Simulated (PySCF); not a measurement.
Shieldings and the share of exact exchange

Molecule: `CCS(=O)(=O)O`, C$_{2}$H$_{6}$O$_{3}$S.

Bonds (- single, = double, # triple, : aromatic): C1-C2 1.512 Å, C2-S3 1.785 Å, S3=O4 1.446 Å, S3=O5 1.453 Å, S3-O6 1.630 Å. C1 carries H7, H8, H9; C2 carries H10, H11; O6 carries H12.

GIAO shieldings (ppm, equivalent atoms averaged) in PySCF 2.14.0 with density-fitted response routines on the PBE0-D3(BJ)/def2-SVP geometry, basis pcSseg-1, gas phase, non-relativistic:

```tsv
functional	exact exchange (%)	σ(C2)	σ(O4/O5)	σ(O6)
BLYP	0	117.2	75.1	113.3
BP86	0	122.9	76.4	115.4
PBE	0	123.6	77.0	116.3
B3LYP	20	123.1	86.8	122.4
mPW1PW91	25	129.2	91.2	126.6
BHandHLYP	50	130.7	105.5	137.6
HF	100	143.2	139.4	160.5
```

Q: Fit each shielding as a line in the percentage of exact exchange.

A: σ(C2) = 121.1 + 0.22 x (rms 2.4 ppm); σ(O4/O5) = 75.6 + 0.63 x (rms 1.1 ppm); σ(O6) = 114.7 + 0.46 x (rms 1.0 ppm). The functionals also differ in their semilocal parts, which the line can't hold; Hartree–Fock has no correlation at all.

Q: What does the line predict for PBE0 (25 %), and what does the run give?

A: σ(C2): 126.6 predicted, 130.3 computed; σ(O4/O5): 91.3 predicted, 91.7 computed; σ(O6): 126.2 predicted, 127.5 computed ppm.
